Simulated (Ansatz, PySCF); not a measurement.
Molecule: silane, SiH4, charge 0, multiplicity 1. SMILES: [SiH4]
Geometry: optimised at B3LYP-D3(BJ)/def2-TZVP (Ansatz, a program for electronic structure).

B3LYP/STO-3G beside other levels, property by property. Set-up: dispersion terms only where a functional's name holds one; 6-311+G** with 5d, 6d on Na to Ar in Ansatz; no spin-orbit coupling; UHF or UKS for open shells; each state is the SCF solution reached for its charge and spin; atomisation electronic, to ground-state atoms; valence correlation only; non-relativistic. Basis-set limits of correlation are two-point, X^-3; Hartree-Fock from the larger set. First-principles rows: single points at B3LYP-D3(BJ) geometries (Ansatz), with unscaled harmonic terms from B3LYP/6-31G* at its own minima, enthalpies of formation by atomisation with measured atoms.

Measured values: Active Thermochemical Tables 1.112 (ions: stationary electron), as tabulated in the package chemicals; G2/97 table in ASE (Curtiss et al.); CCCBDB table in ASE; G2/97 table in ASE (Curtiss et al.); they hold spin-orbit and core effects, anharmonicity. Coupled cluster (Ansatz) is a level with limits of its own, used here on species with T1 under 0.025 (0.045 for open shells) and stable references: CCSD(T)/CBS(def2-TZVPPD,def2-QZVPPD).

```
property                                                                        B3LYP/STO-3G (Ansatz)  B3LYP/6-311+G** (Ansatz)  PBE0/def2-TZVPD (Ansatz)  M06-2X/def2-TZVPD (PySCF)        to compare with
------------------------------------------------------------------------------  ---------------------  ------------------------  ------------------------  -------------------------  ---------------------
H-Si bond dissociation enthalpy at 298 K, to [SiH3] (SiH3) + H atom (kcal/mol)                  125.8                      89.8                      86.9                       88.8          91.8 measured
enthalpy of formation at 298 K (kcal/mol)                                                      -118.9                       9.7                      15.2                        9.4           8.2 measured
atomisation energy (kcal/mol)                                                                   449.4                     320.8                     315.3                      321.1  325.1 coupled cluster
vertical ionisation energy to the doublet (eV)                                                  11.39                     12.48                     12.44                      12.58         12.30 measured
```

As the rows show:
- H-Si bond dissociation enthalpy at 298 K, to [SiH3] (SiH3) + H atom: B3LYP/STO-3G lies 34.0 kcal/mol above the measured value.
- enthalpy of formation at 298 K: B3LYP/STO-3G lies 127.1 kcal/mol below the measured value.
- atomisation energy: B3LYP/STO-3G lies 124.3 kcal/mol above coupled cluster.
- vertical ionisation energy to the doublet: B3LYP/STO-3G lies 0.91 eV below the measured value.

The properties are those with a value to compare with, at most eight drawn at random. No case is left out for the size of its miss. Left out are saddle points of the reference geometry, anions that the best level run finds unbound, excited spin states, species near biochemistry, cases with under five habitual levels, runs that failed or whose electronic state is in doubt, and table entries that another table contradicts.
